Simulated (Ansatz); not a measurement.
# BFH₂S: a ladder of functionals and wavefunction methods

How much do the methods differ for BFH₂S? The plan is to run it at one geometry with functionals of several rungs and with coupled cluster. The yardstick is the atomisation energy at the CCSD(T) limit.

Method: functionals in def2-TZVPP, the program's frozen cores in correlated methods; program: Ansatz 0.2.0, Gaussian basis.

Levels to be run: PBE-D4, r2SCAN-D4, PBE0-D4, B3LYP-D4, ωB97X-V, ωB97M-V, B2PLYP; CCSD(T)/def2-TZVPP; CCSD(T)/def2-QZVPP; extrapolation to the limit.

**1. The relaxed structure**

An earlier PBE0-D4 in a triple-zeta def2 set relaxation fixed the geometry.

SMILES `FBS`, 5 atoms, charge 0, spin multiplicity 1.

Atoms are counted from 1 here; the program's logs count them from 0.

Bond lengths: F1–B2 1.323 Å, B2–S3 1.791 Å, B2–H4 1.194 Å, S3–H5 1.345 Å. Angles: F1–B2–S3 121.5°, F1–B2–H4 119.7°, S3–B2–H4 118.8°, B2–S3–H5 96.4°.

**2. PBE-D4 (GGA)**

in.yaml reads:

```yaml
crystal:
  periodic: [false, false, false]
  atoms:
    - {symbol: F, position_ang: [-1.393970, 0.247351, -0.331817]}
    - {symbol: B, position_ang: [-0.370318, -0.342612, 0.263197]}
    - {symbol: S, position_ang: [1.315477, 0.178815, -0.041602]}
    - {symbol: H, position_ang: [-0.566058, -1.243481, 1.021653]}
    - {symbol: H, position_ang: [1.014868, 1.159916, -0.911441]}
basis:
  gaussian: {orbitals: def2-TZVPP}
hamiltonian: {xc: pbe, dispersion: d4}
output: {forces: true, orbitals: {seedname: orbitals}}
```

On the command line:

```sh
$ ansatz run in.yaml --threads 2 --pin off --events-out ev --progress --plain --max-ram 20480MiB --backend cpu
```

The runs that follow: r2SCAN-D4 (meta-GGA); PBE0-D4 (hybrid); B3LYP-D4 (hybrid); ωB97X-V (range-separated); ωB97M-V (range-separated); B2PLYP (double hybrid); CCSD(T) in def2-TZVPP; CCSD(T) in def2-QZVPP.

Before running them: what should the planned runs give, taken together? Wanted: atomisation energy, CCSD(T)/CBS; farthest; mean size of error, hybrid; mean size of error, range-separated; gap, smallest and largest; T1 diagnostic; triples share of the correlation energy.

**Answer**, as computed:

```
                               quantity                                 value
        atomisation energy, CCSD(T)/CBS                             18.745 eV
    functionals within 0.094 eV (0.5 %)             PBE0-D4, B3LYP-D4, B2PLYP
                               farthest                    PBE-D4 (+0.482 eV)
             mean size of error, hybrid                              0.064 eV
    mean size of error, range-separated                              0.169 eV
              gap, smallest and largest  5.49 eV (PBE-D4), 12.27 eV (ωB97X-V)
                          T1 diagnostic                                0.0136
triples share of the correlation energy                                 3.5 %
```

What this shows: PBE-D4 is off by +0.482 eV. Double hybrids carry the basis error of their MP2 part in triple zeta, and no dispersion term here, so their miss is partly the set-up's. Misses under about 0.094 eV are within the doubt on the reference itself, which lacks core-valence correlation, relativity and higher excitations. Hartree-Fock recovers 76 % of the binding; the rest is correlation. The gap grows from 5.5 to 12.3 eV across the functionals, mostly with the share of exact exchange.
